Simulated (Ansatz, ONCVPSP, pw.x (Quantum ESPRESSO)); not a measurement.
# Ga: one change to the ONCV potential, in the atom and in the diamond crystal

ONCVPSP 4.0.1.1 (patched build) input, shortened (lines: element, Z, core and valence counts, functional; n l f; lmax; l rc ep ncon nbas qcut; lloc lpopt rc5 dvloc0; l nproj debl; icmod fcfact rcfact), PBEsol, scalar-relativistic:

```
  Ga 31.00    6    2  -116133      upf
    1    0    2.00
    2    0    2.00
    2    1    6.00
    3    0    2.00
    3    1    6.00
    3    2   10.00
    4    0    2.00
    4    1    1.00
    2
    0    2.05    0.00    4    7    2.80
    1    2.60    0.00    4    7    2.70
    2    2.45    0.24    4    7    3.40
    4    5    1.55    1.00
    0    2    3.50
    1    1    0.90
    2    2    2.80
    3    4.25    1.15
```

Change: core correction Teter function, fcfact 4.25, rcfact 1.88.

Cutoffs, loose and tight: the cutoffs (Ha) at which the residual kinetic energy of the hardest occupied pseudo-wave falls to 1 and 0.1 mHa per electron. They do not see the model core or the augmentation charge, which bear on the density cutoff. Test errors are all-electron minus pseudo excitation energies from the reference, over the configurations 4s2 4p0; 4s1 4p0; 4s2 4p0.5; 4s1 4p2; variants that change the core or the reference have their own tests.

Crystal test: diamond Ga in pw.x 7.5, no spin, 8³ k-points, Fermi–Dirac smearing 0.01 Ry, cutoffs set for each file from its atomic test. The reference is all-electron LAPW (Ansatz 0.2.0) with the same functional, mesh and smearing; V0 and B0 come from Birch–Murnaghan fits to the pressures at five volumes. Errors are pseudo minus all-electron; Δ is the rms difference of the E(V) curves that follow from these fits, minima aligned, over ±6 % about the mean V0. Mesh and smearing are coarse, so the numbers serve the comparison and aren't converged zero-temperature values; the lattice is a test structure that the element need not adopt.

All-electron: a0 = 5.761 Å (V0 = 23.90 Å³/atom), B0 = 43.7 GPa.

Problem. Does the change bring the crystal closer to the all-electron result?

Solution. The mean pressure error goes from -0.58 to +0.20 GPa, so the change moves the solid closer to the all-electron pressures. The B0 error goes the other way, from +0.4 to -13.0 %. At 80 % of its cutoff the pressure of the changed file moves by -0.46 GPa.

```tsv
quantity	base	changed
outcome (atom)	generated	generated
cutoff, loose (atom)	21 Ha	21 Ha
cutoff, tight (atom)	28 Ha	28 Ha
bound ghosts (atom)	none	none
largest test error (meV) (atom)	-82	-756
cutoffs in pw.x (Ry)	65/260	65/260
a0 (Å)	5.736	5.772
a0 error (%)	-0.44	+0.18
B0 error (%)	+0.4	-13.0
Δ (meV/atom)	3.1	1.3
mean pressure error (GPa)	-0.58	+0.20
```

Base: The largest radius (2.60 bohr) exceeds half the bond length (2.36 bohr), so the spheres overlap, which is one possible source of error among others. Changed file: The largest radius (2.60 bohr) exceeds half the bond length (2.36 bohr), so the spheres overlap, which is one possible source of error among others. This is a poor potential for the solid.
